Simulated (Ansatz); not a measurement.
# BePH (triplet): the correlation ladder, def2-TZVPP

The task here is to estimate one member of a computed series from the others.

The runs use Ansatz 0.2.0, Gaussian basis; def2-TZVPP, core rule «outside noble gas», up to 6 orbitals frozen.

To be run: UHF; ROHF; CCSD(T) on UHF.

2 further runs of the same task are left out: 2 set aside as unsound or not needed.

### The system

The geometry is a PBE0/def2-TZVP stationary point (not a proven minimum) of the parent state, kept for this charge and spin.

3 atoms, charge 0, spin multiplicity 3.

Atoms are counted from 1 here; the program's logs count them from 0.

Bond lengths: P1–Be2 2.041 Å, Be2–H3 1.338 Å. Angles: P1–Be2–H3 180.0°.

Coordinates:

```tsv
atom	x (Å)	y (Å)	z (Å)
P1	0.00000	0.00000	-1.80677
Be2	0.00000	0.00000	0.23453
H3	0.00000	0.00000	1.57223
```

The first run:

The input, in.yaml:

```yaml
crystal:
  periodic: [false, false, false]
  atoms:
    - {symbol: P, position_ang: [0.000000, 0.000000, -1.806767]}
    - {symbol: Be, position_ang: [0.000000, 0.000000, 0.234533]}
    - {symbol: H, position_ang: [0.000000, 0.000000, 1.572233]}
basis:
  gaussian: {orbitals: def2-TZVPP}
magnetization: {spin_polarized: true, initial_magnetization: 2}
hamiltonian: {xc: hf}
output: {orbitals: {seedname: orbitals}}
```

Launch:

```sh
$ ansatz run in.yaml --threads 1 --pin off --events-out ev --progress --plain --max-ram 4096MiB --backend cpu
```

Among the steps run: UHF; ROHF; CCSD(T) on UHF.

One of the session's tables, all rows but one given; the rest of the session is left out.

```
  method  from UCCSD(T) (meV)
    ROHF              +4927.5
     UHF              +4771.7
    UMP2               +998.8
   UCCSD                    ?
UCCSD(T)                    0
```

Q: Estimate the row for UCCSD from the others.

**Answer.** from UCCSD(T) (meV): +165.0. In the column «from UCCSD(T) (meV)» it lies between UCCSD(T) (0) and UMP2 (+998.8).
